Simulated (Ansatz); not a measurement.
# BSiH₂+ (triplet): from Hartree-Fock to the top rungs, cc-pVTZ

One table from this session's results is given with a row withheld; the runs are named, their logs left out.

Method: cc-pVTZ, core rule «outside noble gas», up to 6 orbitals frozen; program: Ansatz 0.2.0, Gaussian basis.

To be run: UHF; CCSD(T) on ROHF; CCSD(T) on UHF; BCCD(T) on ROHF; CCSDT(Q) on ROHF; CCSDT(Q) on UHF; CASSCF and MRCISD+Q, 8 electrons in 10 orbitals; CASSCF and NEVPT2, 8 electrons in 10 orbitals.

5 further runs of the same task are left out: 5 set aside as unsound or not needed.

### What is computed

The geometry is a PBE0/def2-TZVP stationary point (not a proven minimum) of the parent state, kept for this charge and spin.

4 atoms, charge 1, spin multiplicity 3.

Atoms are counted from 1 here; the program's logs count them from 0.

Bond lengths: Si1–B2 1.844 Å, B2–H3 1.322 Å, B2–H4 1.185 Å. Angles: Si1–B2–H3 66.1°, Si1–B2–H4 177.9°, H3–B2–H4 116.0°.

Set-up of the first run:

The input, in.yaml:

```yaml
crystal:
  periodic: [false, false, false]
  atoms:
    - {symbol: Si, position_ang: [0.000000, -0.005322, 0.594837]}
    - {symbol: B, position_ang: [0.000000, -0.077872, -1.247918]}
    - {symbol: H, position_ang: [0.000000, 1.150544, -0.760155]}
    - {symbol: H, position_ang: [0.000000, -0.167010, -2.429569]}
basis:
  gaussian: {orbitals: cc-pVTZ}
total_charge: 1
magnetization: {spin_polarized: true, initial_magnetization: 2}
hamiltonian: {xc: hf}
output: {orbitals: {seedname: orbitals}}
```

Started as:

```bash
$ ansatz run in.yaml --threads 1 --pin off --events-out ev --progress --plain --max-ram 2560MiB --backend cpu
```

Steps of the session up to this table: UHF; CCSD(T) on ROHF; CCSD(T) on UHF; BCCD(T) on ROHF; CCSDT(Q) on ROHF; CCSDT(Q) on UHF; CASSCF and MRCISD+Q, 8 electrons in 10 orbitals; CASSCF and NEVPT2, 8 electrons in 10 orbitals.

One table of the session follows, with a row left open; its other results are not shown here.

| method | from UCCSDT(Q) (meV) |
| --- | --- |
| ROHF | +5652.1 |
| UHF | +5418.1 |
| RMP2 | +1092.3 |
| UMP2 | +1175.9 |
| RCCSD | +299.5 |
| UCCSD | +290.9 |
| RCCSD(T) | +54.6 |
| UCCSD(T) | +56.4 |
| BCCD(T) | +54.9 |
| RCCSDT | ? |
| UCCSDT | +12.8 |
| RCCSDT(Q) | +2.1 |
| UCCSDT(Q) | 0 |
| CASSCF valence | +3118.8 |
| NEVPT2 valence | +741.0 |
| MRCISD valence | +192.3 |
| MRCISD+Q valence | +31.9 |

**Question.** Estimate the row for RCCSDT.

The run gave: from UCCSDT(Q) (meV): +14.9. In the column «from UCCSDT(Q) (meV)» it lies between UCCSDT (+12.8) and MRCISD+Q valence (+31.9).

Limits of these values: Restricted and unrestricted rows rest on different reference determinants; where their highest levels disagree by more than a few hundredths of an eV, they describe different states and don't form one ladder.
